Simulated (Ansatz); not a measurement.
# CH4AlCl (built from SMILES [CH3][AlH][Cl]): functionals against CCSD(T) at one geometry

The atoms stand at a displaced guess of a reacting structure. How far do the functionals agree with CCSD(T) there?

Program: Ansatz 0.2.0, Gaussian basis. Level of theory: single points in def2-TZVPP. These are calculated values, not measurements.

Cores are frozen in the correlated methods.

### 1 Starting geometry

7 atoms, charge 0, spin multiplicity 1.

Atoms are counted from 1 here; the program's logs count them from 0.

Bond lengths: Al1–C2 2.270 Å, Al1–Cl4 2.021 Å, C2–H3 1.356 Å, C2–H5 1.153 Å, C2–H6 1.014 Å, C2–H7 1.090 Å. Angles: C2–Al1–Cl4 98.1°, Al1–C2–H3 61.9°, Al1–C2–H5 78.1°, Al1–C2–H6 68.7°, Al1–C2–H7 172.9°, H3–C2–H5 101.7°, H3–C2–H6 112.1°, H3–C2–H7 112.5°, H5–C2–H6 110.6°, H5–C2–H7 108.1°, H6–C2–H7 111.4°.

Geometry (Å):

```
atom    x (Å)    y (Å)    z (Å)
 Al1   0.2757  -1.5573   0.0874
  C2   0.0837   0.6619  -0.3490
  H3  -0.9560  -0.1449  -0.6740
 Cl4  -0.5715  -1.5628   1.9226
  H5   0.8821   0.3362  -1.1151
  H6   0.4106   0.4998   0.5971
  H7  -0.1374   1.7153  -0.5186
```

### 2 CCSD(T)/def2-TZVPP

File run/in.yaml:

```yaml
crystal:
  periodic: [false, false, false]
  atoms:
    - {symbol: Al, position_ang: [0.275700, -1.557300, 0.087400]}
    - {symbol: C, position_ang: [0.083700, 0.661900, -0.349000]}
    - {symbol: H, position_ang: [-0.956000, -0.144900, -0.674000]}
    - {symbol: Cl, position_ang: [-0.571500, -1.562800, 1.922600]}
    - {symbol: H, position_ang: [0.882100, 0.336200, -1.115100]}
    - {symbol: H, position_ang: [0.410600, 0.499800, 0.597100]}
    - {symbol: H, position_ang: [-0.137400, 1.715300, -0.518600]}
basis:
  gaussian: {orbitals: def2-TZVPP}
correlation: {method: ccsd_t}
output: {forces: true}
```

The command line of these runs was not kept.

### 3 PBE0-D4/def2-TZVPP

Changes to run/in.yaml since step 2:

```diff
@@ -12,3 +12,3 @@
   gaussian: {orbitals: def2-TZVPP}
-correlation: {method: ccsd_t}
-output: {forces: true}
+hamiltonian: {xc: pbe0, dispersion: d4}
+output: {forces: true, orbitals: {seedname: orbitals}}
```

### 4 wB97M-V/def2-TZVPP

Changes to run/in.yaml since step 3:

```diff
@@ -12,3 +12,3 @@
   gaussian: {orbitals: def2-TZVPP}
-hamiltonian: {xc: pbe0, dispersion: d4}
-output: {forces: true, orbitals: {seedname: orbitals}}
+hamiltonian: {xc: {name: wB97M-V}}
+output: {forces: true}
```

### 5 r2SCAN-D4/def2-TZVPP

Changes to run/in.yaml since step 4:

```diff
@@ -12,3 +12,3 @@
   gaussian: {orbitals: def2-TZVPP}
-hamiltonian: {xc: {name: wB97M-V}}
+hamiltonian: {xc: r2scan, dispersion: d4}
 output: {forces: true}
```

### 6 PBE-D4/def2-TZVPP

Changes to run/in.yaml since step 5:

```diff
@@ -12,3 +12,3 @@
   gaussian: {orbitals: def2-TZVPP}
-hamiltonian: {xc: r2scan, dispersion: d4}
+hamiltonian: {xc: pbe, dispersion: d4}
 output: {forces: true}
```

### 7 r2SCAN0-D4/def2-TZVPP

Changes to run/in.yaml since step 6:

```diff
@@ -12,3 +12,3 @@
   gaussian: {orbitals: def2-TZVPP}
-hamiltonian: {xc: pbe, dispersion: d4}
+hamiltonian: {xc: {name: r2SCAN0}, dispersion: d4}
 output: {forces: true}
```

### 8 BHLYP-D4/def2-TZVPP

Changes to run/in.yaml since step 7:

```diff
@@ -12,3 +12,3 @@
   gaussian: {orbitals: def2-TZVPP}
-hamiltonian: {xc: {name: r2SCAN0}, dispersion: d4}
+hamiltonian: {xc: {name: BHLYP}, dispersion: d4}
 output: {forces: true}
```

(Steps that only read results are left out.)

What does the calculation give? Wanted: energy less free atoms, CCSD(T)/def2-TZVPP; RMS force component; RMS force error; HOMO and LUMO, PBE0-D4; T1 diagnostic.

As calculated:

```
                                  quantity                                                                                               value
energy less free atoms, CCSD(T)/def2-TZVPP                                                                                     -484.9 kcal/mol
                       RMS force component                                                                2.016 to 2.082 eV/Å over the methods
                           RMS force error  PBE0-D4 0.063, wB97M-V 0.046, r2SCAN-D4 0.086, PBE-D4 0.138, r2SCAN0-D4 0.104, BHLYP-D4 0.153 eV/Å
                    HOMO and LUMO, PBE0-D4                                                                                  -5.49 and -1.28 eV
                             T1 diagnostic                                                                                               0.013
```

Against CCSD(T) the functionals' energies less atoms differ by -17.8 to +1.3 kcal/mol, PBE-D4 by -17.8 kcal/mol. The reference is not at the basis limit: in triple zeta CCSD(T) underbinds, which counts against methods that bind more; the gaps are no ranking. For forces wB97M-V does best and BHLYP-D4 worst. Frozen-core CCSD(T) forces in triple zeta carry basis errors of their own, and this is one geometry, so small gaps rank nothing. The restricted Hartree–Fock reference is unstable towards an unrestricted one at one or more of these structures.
